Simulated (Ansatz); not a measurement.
What does this script print? It uses the Python package of Ansatz (0.2.0).

The script reads `hs.xyz`:
```text
2

H     0.00000    0.00000    0.00000
S     0.00000    0.00000    1.40500
```

`opt_hs.py`:
```python
"""Relax the HS(-) molecule."""

import itertools

import ansatz as az
from ase.data import atomic_numbers, covalent_radii
import numpy as np

mol = az.Crystal.molecule_from_extxyz("hs.xyz")

calc = (
    mol.calculation()
    .basis(gaussian="6-31G*")
    .functional("pbe0")
    .charge(-1)
)
symbols = [site.symbol for site in mol.cartesian_sites]
start = np.array([site.position_ang for site in mol.cartesian_sites], dtype=float)
summary = calc.relax(force_tolerance=0.02, max_steps=100).run(threads=1, pin="off").report
end = np.array(summary["positions_ang"])

print(f"E = {summary['free_energy_ev']:.6f} eV = {summary['free_energy_ev'] / 27.211386246:.7f} Ha")
print("converged:", summary["converged"], " doubts:", summary["published_state_doubts"] or "none")

# pairs closer than 1.2 times the sum of covalent radii, before or after
radius = [covalent_radii[atomic_numbers[s]] for s in symbols]
span = lambda where, i, j: np.linalg.norm(where[i] - where[j])
bonded = [(i, j) for i, j in itertools.combinations(range(len(symbols)), 2) if min(span(start, i, j), span(end, i, j)) < 1.2 * (radius[i] + radius[j])]
print("pair        before    after (A)")
for i, j in bonded:
    print(f"{symbols[i]}{i}-{symbols[j]}{j}".ljust(10), f"{span(start, i, j):8.4f} {span(end, i, j):8.4f}")
with open("hs_opt.xyz", "w") as handle:
    handle.write(f"{len(symbols)}\nrelaxed HS(-)\n")
    handle.writelines(f"{s:2s} {x:11.6f} {y:11.6f} {z:11.6f}\n" for s, (x, y, z) in zip(symbols, end))
```

Running `python opt_hs.py` prints:
```text
E = -10847.688379 eV = -398.6451951 Ha
converged: True  doubts: none
pair        before    after (A)
H0-S1        1.4050   1.3577
```

`hs_opt.xyz`, as written:
```text
2
relaxed HS(-)
H     0.000000    0.000000    0.023663
S    -0.000000   -0.000000    1.381337
```

Notes:
- Total energies depend on the basis set; only differences at equal settings carry meaning.
- The end point is the stationary point reached from this start; no frequency run checks that it is a minimum, and the basis set is modest.
- Anions want diffuse functions, which this basis lacks.
- The whole script took 1.1 s on 1 thread of Intel(R) Xeon(R) 6975P-C (Granite Rapids) (shared host), peak memory 0.16 GiB.

(Lines on the test bed's own set-up are left out of the output.)
